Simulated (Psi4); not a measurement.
# C2H3FO (SMILES FC1CO1): B3LYP/6-31G(d) (Cartesian functions)

Aim: the energy change on altering one bond length of C2H3FO at B3LYP/6-31G* (Cartesian functions), from 2 runs. 

The results are computed with Psi4 1.11.

1 further run of the same task is left out (set aside as unsound or not needed).

### 1 The molecule

C2H3FO has 7 atoms, charge 0, and is taken as a singlet. SMILES: `FC1CO1`. The coordinates come from a PBE0-D4/def2-TZVP relaxation.

Bond lengths: F1–C2 1.351 Å, C2–C3 1.449 Å, C2–O4 1.374 Å, C3–O4 1.439 Å, C2–H5 1.087 Å, C3–H6 1.086 Å, C3–H7 1.086 Å. Some angles: F1–C2–C3 118.9°, F1–C2–O4 115.5°, C3–C2–O4 61.2°, C2–C3–O4 56.8°, C2–O4–C3 62.0°, F1–C2–H5 110.6°, C3–C2–H5 124.3°, O4–C2–H5 117.4°, C2–C3–H6 120.8°, C2–C3–H7 118.0°.

### 2 Energy and forces at B3LYP/6-31G(d) (Cartesian functions)

File c2h3fo.xyz:

```xyz
7
C2H3FO
F     -1.230100    -1.269700    -0.057100
C     -0.627800    -0.077500    -0.262000
C      0.671400     0.163600     0.333400
O      0.484900    -0.107900    -1.067700
H     -1.366000     0.696000    -0.457000
H      0.995700     1.172200     0.572500
H      1.133100    -0.644700     0.892200
```

File calc.py:

```python
import psi4

psi4.set_memory('1600 MB')
psi4.set_num_threads(1)
psi4.core.set_output_file('c2h3fo.out', False)

with open('c2h3fo.xyz') as f:
    atoms = ''.join(f.readlines()[2:])
molecule = psi4.geometry('0 1\n' + atoms + 'symmetry c1')

options = {'basis': '6-31G*', 'reference': 'rks', 'puream': False, 'e_convergence': 1e-09, 'd_convergence': 1e-08, 'scf_type': 'pk', 'dft_radial_points': 99, 'dft_spherical_points': 590}
psi4.set_options(options)

e, wfn = psi4.gradient('b3lyp', return_wfn=True)
psi4.oeprop(wfn, 'LOWDIN_CHARGES', 'WIBERG_LOWDIN_INDICES', 'QUADRUPOLE')
print('gradient / Eh bohr^-1')
print(e.np.round(6))
print(f'energy = {wfn.energy():.10f} Eh')
```

On the command line:

```bash
$ python calc.py
```

c2h3fo.out (excerpt; [...] marks lines left out):

```text
[...]
  Running in c1 symmetry.
[...]
  Nuclear repulsion =  124.094769302208306
[...]
  Multiplicity = 1
[...]
  Nalpha       = 16
  Nbeta        = 16
[...]
    Number of basis functions: 66
[...]
   @RKS iter   1:  -252.90956230511810   -1.36585e-01   7.77672e-03 DIIS/ADIIS
[...]
   @RKS iter  11:  -253.02462904867423   -1.84741e-12   5.80462e-09 DIIS
[...]
    Orbital Energies [Eh]
    ---------------------
    Doubly Occupied:
       1A    -24.697872     2A    -19.178203     3A    -10.321558
       4A    -10.250772     5A     -1.221088     6A     -1.100395
       7A     -0.691547     8A     -0.649587     9A     -0.554440
      10A     -0.524859    11A     -0.465833    12A     -0.443203
      13A     -0.421094    14A     -0.372017    15A     -0.314944
      16A     -0.296032
[...]
  @RKS Final Energy:  -253.02462904867423
   => Energetics <=
    Nuclear Repulsion Energy =            124.0947693022083058
    One-Electron Energy =                -593.2146436598211494
    Two-Electron Energy =                 241.1920556167889345
    DFT Exchange-Correlation Energy =     -25.0968103078503049
    Empirical Dispersion Energy =           0.0000000000000000
    VV10 Nonlocal Energy =                  0.0000000000000000
    Total Energy =                       -253.0246290486742282
[...]
  -Total Gradient:
     Atom            X                  Y                   Z
    ------   -----------------  -----------------  -----------------
       1        0.005357700779     0.008086116662    -0.002219565081
       2        0.008377634337    -0.003627656943    -0.000016233769
       3       -0.005086236102    -0.002218079729    -0.008868058641
       4       -0.006881350930     0.000519027143     0.013844063833
       5        0.001215469452    -0.001737068048     0.000060317027
       6       -0.001456066427    -0.001871584582    -0.001128018859
       7       -0.001521362024     0.000855637418    -0.001674306373
[...]
 Multipole Moments:
 ------------------------------------------------------------------------------------
     Multipole            Electronic (a.u.)      Nuclear  (a.u.)        Total (a.u.)
 ------------------------------------------------------------------------------------
 L = 1.  Multiply by 2.5417464519 to convert [e a0] to [Debye]
 Dipole X            :         -2.2940284            2.3105970            0.0165686
 Dipole Y            :         -2.4782342            3.0567862            0.5785520
 Dipole Z            :         -0.9001652            1.4856372            0.5854720
 Magnitude           :                                                    0.8232706
 L = 2.  Multiply by 1.3450342976 to convert [e a0^2] to [Debye ang]
 Quadrupole XX       :       -100.3523923           84.1635725          -16.1888198
 Quadrupole XY       :        -44.0731235           43.2223546           -0.8507689
[...]
```

The script printed:

```text
gradient / Eh bohr^-1
[[ 5.3580e-03  8.0860e-03 -2.2200e-03]
 [ 8.3780e-03 -3.6280e-03 -1.6000e-05]
 [-5.0860e-03 -2.2180e-03 -8.8680e-03]
 [-6.8810e-03  5.1900e-04  1.3844e-02]
 [ 1.2150e-03 -1.7370e-03  6.0000e-05]
 [-1.4560e-03 -1.8720e-03 -1.1280e-03]
 [-1.5210e-03  8.5600e-04 -1.6740e-03]]
energy = -253.0246290487 Eh
```

Run time: 10 s. Hardware: 1 thread of AMD EPYC 9R14 (Zen 4), shared host; peak memory 0.94 GiB.

### 3 The distorted shape: the energy at B3LYP/6-31G(d) (Cartesian functions)

File input.inp:

```
memory 1600 MB

molecule m {
  0 1
  F
  C 1 2.4324
  C 2 1.449328 1 118.94787
  O 2 1.37411 3 61.228 1 -104.90849
  H 2 1.086861 4 117.42183 3 116.11635
  H 3 1.0861 4 115.35131 2 -111.58285
  H 3 1.085713 6 116.81313 4 139.01421
  units angstrom
  symmetry c1
  no_reorient
  no_com
}

set {
  basis 6-31G*
  puream false
  e_convergence 1e-09
  d_convergence 1e-08
  scf_type pk
  dft_radial_points 99
  dft_spherical_points 590
}

result = energy('b3lyp')
print_variables()
```

On the command line:

```bash
$ psi4 input.inp input.out -n 1
```

input.out (excerpt; [...] marks lines left out):

```text
[...]
  Running in c1 symmetry.
[...]
  Nuclear repulsion =  104.936901509730106
[...]
  Multiplicity = 1
[...]
  Nalpha       = 16
  Nbeta        = 16
[...]
    Number of basis functions: 66
[...]
   @RKS iter   1:  -252.65131423049453   -3.88503e-01   1.02681e-02 DIIS/ADIIS
[...]
   @RKS iter  15:  -252.86939603431603   -2.55795e-13   8.35016e-10 DIIS
[...]
    Orbital Energies [Eh]
    ---------------------
    Doubly Occupied:
       1A    -24.582750     2A    -19.261668     3A    -10.359816
       4A    -10.302569     5A     -1.172047     6A     -0.999490
       7A     -0.736233     8A     -0.679887     9A     -0.571729
      10A     -0.530346    11A     -0.473292    12A     -0.393732
      13A     -0.374776    14A     -0.288652    15A     -0.272845
      16A     -0.272100
[...]
  @RKS Final Energy:  -252.86939603431603
   => Energetics <=
    Nuclear Repulsion Energy =            104.9369015097301059
    One-Electron Energy =                -555.1518575908728508
    Two-Electron Energy =                 222.2891553573301735
    DFT Exchange-Correlation Energy =     -24.9435953105034400
    Empirical Dispersion Energy =           0.0000000000000000
    VV10 Nonlocal Energy =                  0.0000000000000000
    Total Energy =                       -252.8693960343160256
[...]
 Multipole Moments:
 ------------------------------------------------------------------------------------
     Multipole            Electronic (a.u.)      Nuclear  (a.u.)        Total (a.u.)
 ------------------------------------------------------------------------------------
 L = 1.  Multiply by 2.5417464519 to convert [e a0] to [Debye]
 Dipole X            :          0.7956099           -1.3076111           -0.5120012
 Dipole Y            :          1.3218016           -1.7088455           -0.3870439
 Dipole Z            :         -3.0781837            5.1418317            2.0636480
 Magnitude           :                                                    2.1611551
[...]
```

Wall time 10 s (1 thread of AMD EPYC 9R14 (Zen 4), shared host); peak memory 0.9 GiB.

### 4 Summary of results

Level: B3LYP/6-31G* (Cartesian functions).

| quantity | value |
| --- | --- |
| first shape: total energy | -253.02463 Eh |
| first shape: dipole moment | 2.09 D |
| first shape: HOMO energy | -8.06 eV |
| first shape: LUMO energy | 2.54 eV |
| first shape: HOMO–LUMO gap | 10.60 eV |
| first shape: largest force on an atom | 0.795 eV/Å |
| distorted shape: total energy | -252.86940 Eh |
| distorted shape: dipole moment | 5.49 D |
| distorted shape: HOMO energy | -7.40 eV |
| distorted shape: LUMO energy | -3.98 eV |
| distorted shape: HOMO–LUMO gap | 3.42 eV |
| energy change with the F1–C2 bond stretched from 1.351 to 2.432 Å | 4.224 eV |

In words: One bond (distorted shape) is far stretched, which a spin-restricted single reference describes badly; a broken-symmetry solution may lie lower. With the F1–C2 bond stretched from 1.351 to 2.432 Å the energy rises by 4.22 eV (408 kJ/mol). The first shape isn't relaxed at this level, so the change isn't measured from a minimum. A restricted reference can't describe the breaking bond well at this length. The largest force (first shape) is 0.80 eV/Å: the shape isn't a stationary point for this species at this level.
